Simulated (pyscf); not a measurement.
Thermochemistry of product channels of Cl–ZrH(Cl)–Cl on the singlet surface, in kcal/mol, from CCSD(T)/def2-TZVPP + ΔMP2(QZVPP) energies (ideal gas, 1 atm, RRHO with modes under 100 cm⁻¹ raised to 100, one conformer, R ln 2 for rigid chiral ones). Single points on ωB97X-D3(BJ)/def2-SVP structures (PySCF, gas phase). MP2 and CC: frozen core, UHF for open shells. ΔMP2 is the change of the MP2 total energy from the triple- to the quadruple-zeta basis.

```
products                      ΔE  ΔH(298 K)  ΔG(600 K)  ΔG(1200 K)
------------------------  ------  ---------  ---------  ----------
Cl–Cl + Cl–ZrH [singlet]  +194.8     +193.3     +172.5      +153.0
HCl + Cl–Zr–Cl [singlet]   +95.4      +95.5      +75.8       +57.5
```

These are energies of the channels, which say nothing of barriers. Cl–ZrH [singlet] is an excited spin state, 10.7 kcal/mol over the triplet at ωB97X-D3(BJ). Cl–Zr–Cl [singlet] is an excited spin state, 11.6 kcal/mol over the triplet at ωB97X-D3(BJ). 2 of the closed-shell references are unstable towards spin polarisation; treat their single-reference values with care. The CCSD(T) − MP2 part came from Ansatz, without density fitting, on the same reference. The frozen core leaves the outer d or s,p core shells of the metals and heavy elements correlated in the MP2 and CC values, and def2-TZVPP describes them poorly, which can shift differences by a few kcal/mol. Elements past Kr carry the def2 core potentials, without spin-orbit coupling.
